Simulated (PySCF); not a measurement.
N-methylmethanimine, C2H5N.
Numbering: `[CH2:1]=[N:2][CH3:3]` (hydrogens: H4, H5 on C1; H6, H7, H8 on C3)

Geometry (PBE0-D3(BJ)/def2-SVP, Å), atoms numbered from 1 in this order:
```xyz
8
C2H5N angstrom
C      1.171   -0.261    0.534
N      0.089   -0.763    0.123
C     -0.927    0.116   -0.380
H      1.961   -0.919    0.924
H      1.383    0.828    0.525
H     -0.653    1.191   -0.358
H     -1.171   -0.167   -1.417
H     -1.852   -0.026    0.202
```

Level of theory: core-valence-separated Tamm–Dancoff BHandHLYP/aug-pcX-1 (pcseg-1 on H) in PySCF, non-relativistic, gas phase, PBE0-D3(BJ)/def2-SVP geometry. The energies are unshifted.

The lowest roots of each edge with f over 0.003 (five at most, numbered afresh; weaker and dark ones are left out), with transition dipoles (au) in the frame of the coordinates:

```
root  edge  E (eV)       μx       μy       μz
   1     C  282.83  -0.0370   0.0075   0.0885
   2     C  286.19   0.0295  -0.0286   0.0149
   3     C  286.77   0.0342   0.0230   0.0124
   4     C  286.85   0.0345   0.0602   0.0092
   5     C  287.16   0.0269  -0.0056  -0.0645
   6     N  396.03  -0.0311   0.0065   0.0741
   7     N  401.15   0.0016   0.0207  -0.0012
   8     N  401.62   0.0231  -0.0117   0.0107
   9     N  402.14   0.0131  -0.0120   0.0066
```

Question: What are the oscillator strengths?

Answer: f = (2/3) ΔE |μ|², with ΔE in hartree (27.2114 eV):

| root | ΔE (Eh) | \|μ\|² (au) | f | core hole on |
| --- | --- | --- | --- | --- |
| 1 | 10.3937 | 0.009252 | 0.064 | C1 |
| 2 | 10.5174 | 0.001908 | 0.013 | C3 |
| 3 | 10.5386 | 0.001849 | 0.013 | C1 |
| 4 | 10.5416 | 0.004905 | 0.034 | C3 |
| 5 | 10.5530 | 0.004921 | 0.035 | C3 |
| 6 | 14.5538 | 0.006498 | 0.063 | N2 |
| 7 | 14.7420 | 0.000432 | 0.004 | N2 |
| 8 | 14.7591 | 0.000785 | 0.008 | N2 |
| 9 | 14.7785 | 0.000360 | 0.004 | N2 |

Question: Molecules are fixed in this frame and the field points along y. What effective strengths 3 f cos²θ do the roots have (θ between field and μ)?

Answer: root 1 (C1): 0.001, root 2 (C3): 0.017, root 3 (C1): 0.011, root 4 (C3): 0.076, root 5 (C3): 0.001, root 6 (N2): 0.001, root 7 (N2): 0.013, root 8 (N2): 0.004, root 9 (N2): 0.004. Root 4 is the strongest. Averaged over all orientations cos²θ is 1/3, which gives f back.

